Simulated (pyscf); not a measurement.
Structures and frequencies: ωB97X-D3(BJ)/def2-SVP in PySCF.

Task: For `[CH4]` + `[F][Zn][Cl]` → `[CH3][Zn][Cl]` + `[FH]`, a four-centre exchange (singlet surface; C–H, F–Zn broken, C–Zn, F–H formed), PBE/def2-TZVP gives ΔE‡ = 27.6 kcal/mol and ΔE = +16.8 kcal/mol (zero: the separated reactants). In which direction and how far do r²SCAN/def2-TZVP, B3LYP-D3(BJ)/def2-TZVP, ωB97M-D3(BJ)/def2-TZVP move these?

Result: r²SCAN: ΔE‡ = 27.7 kcal/mol, ΔE = +18.6 kcal/mol; B3LYP-D3(BJ): ΔE‡ = 31.9 kcal/mol, ΔE = +18.3 kcal/mol; ωB97M-D3(BJ): ΔE‡ = 30.8 kcal/mol, ΔE = +17.6 kcal/mol. PBE's barrier matches one of them and lies within 4.3 kcal/mol of the others. Its reaction energy lies under all of them, by 0.8 to 1.8 kcal/mol. This is the saddle that the search found; another between the same sides may lie lower. Elements up to Kr have no core potential and no relativistic terms here.
